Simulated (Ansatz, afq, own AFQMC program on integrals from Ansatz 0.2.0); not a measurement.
GaPH, doublet in cc-pVDZ, levels against CCSDT(Q)

```json
{"atom": "P", "x (Å)": "0.0000", "y (Å)": "0.0000", "z (Å)": "1.9358"}
{"atom": "Ga", "x (Å)": "0.0000", "y (Å)": "0.0000", "z (Å)": "-0.1922"}
{"atom": "H", "x (Å)": "0.0000", "y (Å)": "0.0000", "z (Å)": "-1.7436"}
```

Connectivity, by distances: P–GaH.

Basis cc-pVDZ. Only valence electrons are correlated. AFQMC by an in-house program on the Cholesky factors that Ansatz 0.2.0 writes for its CCSD(T) run. ph-AFQMC/CISD is guided by a CISD state made of CCSD amplitudes; releasing the constraint for a short imaginary time cuts its bias at the price of noise, slowly where states lie close. Uncertainties: one standard error, sampling alone. No spin–orbit coupling.

Determinant: UHF, the one that the program's search chose, which needn't be the lowest solution. The geometry is a PBE0/def2-TZVP stationary point of this or a neighbouring charge and spin state.

No full CI on the walks' own integrals is used here; CCSDT(Q) serves as the reference and is uncertain by about the last step of the cluster series.

Cautions: no relativity below Rb; no spin-orbit coupling; inner d shell frozen; unrestricted determinant slightly spin contaminated (⟨S²⟩ 0.81 against 0.75); the released energies are still falling, so no released level is given (meV from the phaseless value at times in 1/Eh: -7 ± 15 at 0.24, -12 ± 13 at 0.51, 1 ± 11 at 0.99, -31 ± 14 at 1.62, -44 ± 16 at 2.40), though the last usable value meets CCSDT(Q) within the noise.

* T1 diagnostic: 0.0314
* weight of the determinant in the CISD state: 0.864
* ⟨S²⟩ of the determinant: 0.809
* size of the correlated space: 9 electrons in 31 orbitals

Reference: CCSDT(Q), correlation energy -5.054 eV.

| level | E − E(reference) (meV) | share of correlation (%) |
| --- | --- | --- |
| HF | 5054.2 | 0.00 |
| MP2 | 1051.7 | 79.19 |
| CCSD | 260.9 | 94.84 |
| CCSD(T) | 58.8 | 98.84 |
| CCSDT | 17.7 | 99.65 |
| ph-AFQMC/HF | 11.7 ± 41.4 | 99.77 |
| ph-AFQMC/CISD | 30.8 ± 13.6 | 99.39 |

A walk keeps the symmetry of its determinant, which the program's search chose and which needn't be the lowest solution, so a lower state of the same spin and another symmetry isn't excluded.
